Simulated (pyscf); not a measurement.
**Four-centre exchange: HO–GaH₂ (SMILES [OH][GaH2]) + H₂O (SMILES O) → H₂O (SMILES O) + HO–GaH₂ (SMILES [OH][GaH2])**

Gas phase, singlet surface, charge 0. Bonds broken: O1–Ga2, O6–H7. Bonds formed: O1–H7, Ga2–O6. Optimised with ωB97X-D3(BJ)/def2-SVP in PySCF. MP2 and CC: frozen core, UHF for open shells. ΔMP2 is the change of the MP2 total energy from the triple- to the quadruple-zeta basis.

Transition state (Å):

```xyz
8

O     -1.6160    -0.5062     0.4647
Ga     0.0625    -0.1904    -0.5395
H     -2.3288     0.1366     0.3676
H     -0.0155     1.1667    -1.3058
H      0.6912    -1.5512    -0.9728
O      0.3967     0.1351     1.3860
H     -0.7787    -0.1844     1.2938
H      0.9336    -0.5062     1.8667
```

One imaginary mode, 965i cm⁻¹; descent along it reached the two sides named, in the forms told below.

```tsv
bond	change	reactant side (Å)	saddle	product side
O1–Ga2	breaks	1.849	1.981	2.153
O6–H7	breaks	0.987	1.221	1.880
O1–H7	forms	1.881	1.222	0.988
Ga2–O6	forms	2.154	1.981	1.849
```

Electronic energies relative to the separated reactants (eV):

| level | barrier | reaction energy | reverse barrier |
|---|---|---|---|
| ωB97X-D3(BJ)/def2-TZVP | -0.44 | 0.00 | -0.44 |
| PBE/def2-TZVP | -0.48 | 0.00 | -0.48 |
| r²SCAN/def2-TZVP | -0.55 | 0.00 | -0.55 |
| B3LYP-D3(BJ)/def2-TZVP | -0.40 | 0.00 | -0.40 |
| PBE0-D3(BJ)/def2-TZVP | -0.49 | 0.00 | -0.49 |
| M06-2X/def2-TZVP | -0.55 | 0.00 | -0.55 |
| ωB97M-D3(BJ)/def2-TZVP | -0.40 | 0.00 | -0.40 |
| HF/def2-TZVP | 0.06 | 0.00 | 0.06 |
| MP2/def2-QZVPP | -0.39 | 0.00 | -0.39 |
| CCSD/def2-TZVPP | -0.32 | 0.00 | -0.32 |
| CCSD(T)/def2-TZVPP | -0.39 | 0.00 | -0.39 |
| CCSD(T)/def2-TZVPP + ΔMP2(QZVPP) | -0.35 | 0.00 | -0.35 |

With CCSD(T)/def2-TZVPP + ΔMP2(QZVPP) energies and thermal terms (ideal gas, 1 atm, RRHO with modes under 100 cm⁻¹ raised to 100, one conformer, R ln 2 for chiral ones without a mode under 150 cm⁻¹), in eV:

```json
[
 {"T (K)": "298", "ΔH‡": "-0.39", "ΔG‡": "0.10", "ΔH": "0.00", "ΔG": "0.00"},
 {"T (K)": "600", "ΔH‡": "-0.39", "ΔG‡": "0.60", "ΔH": "0.00", "ΔG": "0.00"},
 {"T (K)": "900", "ΔH‡": "-0.37", "ΔG‡": "1.09", "ΔH": "0.00", "ΔG": "0.00"},
 {"T (K)": "1200", "ΔH‡": "-0.34", "ΔG‡": "1.57", "ΔH": "0.00", "ΔG": "0.00"}
]
```

On the reactant side the descent ends in an adduct with a Ga–O contact, 0.73 eV under the separated species and 0.29 eV under the saddle at ωB97X-D3(BJ)/def2-TZVP. On the product side the descent ends in an adduct with a Ga–O contact, 0.73 eV under the separated species and 0.29 eV under the saddle at ωB97X-D3(BJ)/def2-TZVP. At ωB97X-D3(BJ)/def2-TZVP, PBE, r²SCAN, B3LYP-D3(BJ), PBE0-D3(BJ), M06-2X, ωB97M-D3(BJ)/def2-TZVP, MP2, CCSD, CCSD(T), CCSD(T) the saddle lies under the separated reactants, which points to a path from their complex (located at ωB97X-D3(BJ) alone). At ωB97X-D3(BJ)/def2-TZVP, PBE, r²SCAN, B3LYP-D3(BJ), PBE0-D3(BJ), M06-2X, ωB97M-D3(BJ)/def2-TZVP, MP2, CCSD, CCSD(T), CCSD(T) the saddle lies under the separated products, which points to a path from their complex (located at ωB97X-D3(BJ) alone). What is counted as formed (Ga–O) is already present as a longer contact in the reactant adduct; forming that adduct is a step of its own. What is counted as broken (Ga–O) persists as a longer contact in the product adduct; parting that adduct is a step of its own. One saddle was located; it need not be the lowest between these sides. The CCSD(T) − MP2 part came from Ansatz, without density fitting, on the same reference. The frozen core leaves the outer d or s,p core shells of the metals and heavy elements correlated in the MP2 and CC values, and def2-TZVPP describes them poorly, which can shift differences by a few kcal/mol. Elements up to Kr have no core potential and no relativistic terms here.
